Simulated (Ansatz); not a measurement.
**Torsion profile**

CH5BS (SMILES CBS), closed shell, at its PBE0-D4/def2-TZVP minimum:

```
atom    x (Å)    y (Å)    z (Å)
  C1  -0.6327   0.8479  -0.2658
  B2   0.3426  -0.3618  -0.1543
  S3   0.5981  -1.1480   1.4245
  H4  -1.4139   0.6227  -1.0011
  H5  -0.0968   1.7144  -0.6703
  H6  -1.1133   1.1446   0.6683
  H7   0.9323  -0.7852  -1.1038
  H8   1.4758  -2.0917   1.0468
```

The dihedral angle C1–B2–S3–H8 (-180.0° at the minimum) is set to the values below, the two halves turning rigidly about the central bond. Each method's energies count from its own value at the PBE0-D4 minimum structure. Ansatz 0.2.0; basis: def2-TZVPP; cores frozen in the correlated methods.

CCSD(T) energies along the scan:
| dihedral angle (°) | CCSD(T) (eV) |
| --- | --- |
| -152.0 | 0.1604 |
| -116.0 | 0.6795 |
| -80.0 | 0.8688 |
| -44.0 | 0.3944 |
| -8.0 | 0.0405 |
| 28.0 | 0.1850 |
| 64.0 | 0.6961 |
| 100.0 | 0.8611 |
| 136.0 | 0.3724 |
| 172.0 | 0.0136 |
They count from the CCSD(T) energy at the PBE0-D4 minimum.

Largest difference from the CCSD(T) curve over the scan: PBE-D4 0.0221; r2SCAN-D4 0.0184; wB97M-V 0.0200; HF 0.0548 eV. Each curve counts from its own value at the minimum.

The T1 diagnostic stays at or below 0.014.

For scale, one of the runs: CCSD(T)/def2-TZVPP, 174 basis functions (an equivalent command: `ansatz run in.yaml --threads 2`). Time: 15 s of wall clock on 2 CPU threads; the host was shared. Peak host memory: 1.5 GiB.
